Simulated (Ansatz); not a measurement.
Debugging a ladder of basis sets of HMgO, SMILES [OH][Mg] (Ansatz's Python interface).

`basis_hmgo.py`:
```python
# -*- coding: utf-8 -*-
"""How the energy of HMgO converges with the basis."""

import warnings

import ansatz as az

warnings.simplefilter("ignore", az.DeckWarning)

geometry_ang = [
    ("O", [-0.3255, -0.5461, -0.2458]),
    ("Mg", [1.2459, 0.1647, 0.7026]),
    ("H", [-0.9313, 0.3165, -0.47]),
]
molecule = az.Crystal.molecule()
for symbol, xyz in geometry_ang:
    molecule = molecule.atom(symbol, xyz)

setup = (
    molecule.calculation()
    .functional("b3lyp")
    .spin("collinear", total=2)
)

energies = {}
for basis in ["cc-pVDZ", "cc-pVTZ", "cc-pVQZ"]:
    data = setup.basis(gaussian=basis).run(threads=1).report
    size = data["n_frozen"] + data["n_occupied"][0] + data["n_virtual"][0]
    energies[basis] = (data["reference_energy_ev"] / 27.211386246, data["free_energy_ev"] / 27.211386246)
    print(f"{basis:14s} {size:4d} orbitals  reference {energies[basis][0]:14.6f} Ha  total {energies[basis][1]:14.6f} Ha")

last = energies["cc-pVQZ"][1]
for basis, (_, total) in energies.items():
    print(f"{basis:14s} lies {27.211386 * (total - last):9.4f} eV above cc-pVQZ")
```

```console
$ python basis_hmgo.py
Traceback (most recent call last):
  File "basis_hmgo.py", line 27, in <module>
    data = setup.basis(gaussian=basis).run(threads=1).report
           ~~~~~~~~~~~~~~~~~~~~~~~~~~~~~~~^^^^^^^^^^^
  ...
ansatz.GaussianBasisError: a molecule whose nuclei and cores have a total charge of 21 cannot have a net charge of 0 together with 2 unpaired electrons
```
(Library frames cut from the traceback.)

Find the fault and give the corrected script.

The fault: the count of unpaired electrons doesn't fit the count of electrons. The correction:

```diff
--- before
+++ after
@@ -21,3 +21,3 @@
     .functional("b3lyp")
-    .spin("collinear", total=2)
+    .spin("collinear", total=1)
 )
```

After the fix:

```console
$ python basis_hmgo.py
cc-pVDZ          37 orbitals  reference    -275.916344 Ha  total    -275.916344 Ha
cc-pVTZ          78 orbitals  reference    -275.955856 Ha  total    -275.955856 Ha
cc-pVQZ         144 orbitals  reference    -275.965956 Ha  total    -275.965956 Ha
cc-pVDZ        lies    1.3500 eV above cc-pVQZ
cc-pVTZ        lies    0.2748 eV above cc-pVQZ
cc-pVQZ        lies    0.0000 eV above cc-pVQZ
```

What to keep in mind:
- The drop along the ladder measures the basis error, and is no property of the molecule.
- The geometry is a force-field or estimated start, not a minimum of this method, and the last set is no limit. Much of the fall in a total is atomic energy, which cancels in bond and reaction energies.
- The species is open-shell (spin multiplicity 2).
- b3lyp holds the VWN-RPA fit, as in Gaussian; the form of ORCA and Turbomole is b3lyp5.
- Finished in 12 s on 1 thread of Intel(R) Xeon(R) Processor @ 2.30GHz, with other jobs on the host, peak memory 0.31 GiB.
